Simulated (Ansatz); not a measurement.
Relaxing TlCu₂O₂

Method: Ansatz 0.2.0, DFT PBEsol, scalar-relativistic, plane waves, PAW. Cutoff 420 eV, Γ-centred k mesh, Gaussian smearing, no spin polarisation in the final step.

TlCu₂O₂ was placed on the ThCr2Si2 structure type (I4/mmm, No. 139), with Tl in place of Th, Cu in place of Cr, O in place of Si, at a guessed volume.

```xyz
5
Lattice="-1.9197 1.9197 5.0368 1.9197 -1.9197 5.0368 1.9197 1.9197 -5.0368" Properties=species:S:1:pos:R:3 pbc="T T T"
Tl    0.0000    0.0000    0.0000
Cu    1.9197    0.0000    2.5184
Cu    0.0000    1.9197    2.5184
O     0.0000    0.0000    6.3061
O     0.0000    0.0000    3.7676
```

Steps on the 6×6×6 mesh (5 atoms). 11 of 14 steps are shown, and the free energy counts from the last. Trial steps that were taken back and renewals of the plane-wave basis can be among the rows.

| step | ΔF (meV/atom) | V (Å³/atom) | P (GPa) | largest force component (eV/Å) |
| --- | --- | --- | --- | --- |
| 1 | 368.6 | 14.85 | -13.92 | 2.216 |
| 2 | 165.5 | 13.67 | -6.11 | 1.483 |
| 3 | 90.8 | 13.25 | 3.96 | 0.124 |
| 5 | 74.5 | 14.22 | -0.39 | 0.241 |
| 6 | 54.4 | 14.90 | -2.10 | 0.254 |
| 7 | 34.3 | 15.00 | -1.09 | 0.418 |
| 8 | 22.0 | 15.56 | -1.60 | 0.069 |
| 9 | 5.1 | 15.89 | 0.31 | 0.001 |
| 10 | 10.2 | 16.68 | -2.46 | 0.011 |
| 12 | 0.3 | 16.08 | 0.40 | 0.002 |
| 14 | 0.0 | 16.23 | 0.05 | 0.002 |

A final relaxation ran on a 14×14×14 mesh. The relaxed crystal, I4/mmm (No. 139):

```cif
data_structure
_symmetry_space_group_name_H-M 'I4/mmm'
_symmetry_Int_Tables_number 139
_cell_length_a 3.9306
_cell_length_b 3.9306
_cell_length_c 10.5255
_cell_angle_alpha 90.000
_cell_angle_beta 90.000
_cell_angle_gamma 90.000
_cell_volume 162.62
loop_
_atom_site_label
_atom_site_type_symbol
_atom_site_symmetry_multiplicity
_atom_site_Wyckoff_symbol
_atom_site_fract_x
_atom_site_fract_y
_atom_site_fract_z
_atom_site_occupancy
Tl1 Tl 2 a 0.00000 0.00000 0.00000 1
Cu1 Cu 4 d 0.50000 0.00000 0.25000 1
O1 O 4 e 0.50000 0.50000 0.24124 1
```

* Volume per atom: 16.26 Å³
* Density: 7.42 g/cm³
* Energy over the elements: -0.37 eV/atom
* Gap on the 14×14×14 mesh: 0 eV (a metal)

The zero of energy is the elements' standard structures at the same level (O₂ as a molecule); no fitted shifts are applied.

The final run used a 14×14×14 mesh on its 5-atom cell and 0.10 eV smearing. For metals, differences of a few meV/atom aren't resolved. Spin–orbit coupling is left out.

Symmetry constrained the relaxation, so the result can be a saddle point.

Cost: 3 runs of about 5.5 core-minutes in all, on Arm Neoverse V2 (shared hosts).